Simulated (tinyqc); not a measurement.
Inside a calculation. Method: RKS/BP86 in the sto-3g basis, for H2O, spin multiplicity 1. One step of it, computed by the program tinyqc.

Problem. Iteration 1: diagonalisation and new density. Diagonalise F' = X^T F X, C = X C', fill 5 alpha and 5 beta electrons from the bottom; D = 2 C_occ C_occ^T. Each column has its largest component positive (the first on a tie).

Kohn-Sham matrix F (hartree), lower triangle:
```
             1O 1s      1O 2s     1O 2px     1O 2py     1O 2pz      2H 1s      3H 1s
1O 1s   -20.486640
1O 2s    -5.103011  -2.495210
1O 2px   -0.013120  -0.050186  -0.724742
1O 2py    0.037387   0.198171   0.003325  -0.694250
1O 2pz   -0.006313  -0.017176  -0.000491   0.014687  -0.687598
2H 1s    -0.485987  -0.413686  -0.006634  -0.109202  -0.123305   0.169996
3H 1s    -0.487542  -0.494534  -0.008611   0.244477  -0.181106  -0.104843  -0.361340
```

X, lower triangle:
```
            1O 1s      1O 2s    1O 2px     1O 2py     1O 2pz      2H 1s     3H 1s
1O 1s    1.022838
1O 2s   -0.129606   1.080614
1O 2px   0.000000   0.000000  1.000000
1O 2py   0.000000   0.000000  0.000000   1.032572
1O 2pz  -0.004160   0.035452  0.000000   0.000000   1.021412
2H 1s    0.013874  -0.141287  0.000000  -0.110988  -0.085695   1.058623
3H 1s    0.013874  -0.141287  0.000000   0.110988  -0.085695  -0.040191  1.058623
```

Give: F' = X^T F X; orbital energies; coefficients C; D after iteration 1.

Solution.

F' = X^T F X (hartree), lower triangle:
```
          1        2        3        4        5        6        7
1  -20.1464
2   -2.5481  -1.5939
3   -0.0071  -0.0504  -0.7247
4    0.0150   0.1954   0.0032  -0.6589
5   -0.0196   0.0140  -0.0009   0.0088  -0.6654
6   -0.0396  -0.1939  -0.0001  -0.1133  -0.0886   0.3108
7   -0.0345  -0.1671  -0.0015   0.1398  -0.1043  -0.0398  -0.2300
```

orbital energies (hartree): MO1 -20.4905, MO2 -1.3584, MO3 -0.7235, MO4 -0.6990, MO5 -0.6386, MO6 -0.1594, MO7 0.3609

coefficients C:
```
            MO1      MO2      MO3      MO4      MO5      MO6      MO7
1O 1s    0.9964  -0.2465   0.0017   0.0348  -0.0700   0.0429   0.0435
1O 2s    0.0152   0.9836  -0.0032  -0.1569   0.2922  -0.2729  -0.2712
1O 2px   0.0007   0.0743   0.9702   0.1958  -0.1212   0.0090   0.0054
1O 2py  -0.0022  -0.2771   0.1692  -0.1928   0.8847   0.3142  -0.2585
1O 2pz   0.0010   0.0302  -0.1464   0.9134   0.2930  -0.2974  -0.1682
2H 1s   -0.0018  -0.0142  -0.0002  -0.0023   0.0348   0.0212   1.0771
3H 1s   -0.0026   0.0142  -0.0517   0.1515  -0.0856   1.0593  -0.0825
```

D after iteration 1, lower triangle:
```
          1O 1s    1O 2s   1O 2px   1O 2py  1O 2pz    2H 1s   3H 1s
1O 1s    2.1193
1O 2s   -0.5063   2.1554
1O 2px  -0.0012   0.0078   1.9998
1O 2py  -0.0045   0.0313  -0.0029   1.8506
1O 2pz   0.0092  -0.0550   0.0071   0.0999  1.8850
2H 1s   -0.0016  -0.0070  -0.0119   0.0704  0.0153   0.0029
3H 1s    0.0102  -0.0694  -0.0181  -0.2353  0.2425  -0.0070  0.0663
```
